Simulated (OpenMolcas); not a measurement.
## How basis sets differ on CH2P2 (SMILES P#CP)

CH2P2: 5 atoms, total charge 0, spin state singlet. As SMILES, `P#CP`. Geometry: relaxed at GFN2-xTB.

Quantity: the HOMO–LUMO gap, in eV. The values are calculated.

| level | kind | program | value (eV) | CPU time |
| --- | --- | --- | --- | --- |
| HF/STO-3G | Hartree–Fock | OpenMolcas | 13.65 | 1.8 s |
| HF/3-21G | Hartree–Fock | OpenMolcas | 11.32 | 2 s |
| HF/def2-SVP | Hartree–Fock | OpenMolcas | 11.18 | 3.2 s |
| HF/def2-TZVP | Hartree–Fock | OpenMolcas | 10.85 | 21 s |

The values span 10.85 to 13.65 eV. A Hartree–Fock LUMO above zero doesn't converge with the basis: it sinks as sets grow more diffuse. Orbital gaps aren't excitation energies. CPU times are rough (shared hosts, several kinds of processor): they show what a rung costs within a factor of a few.
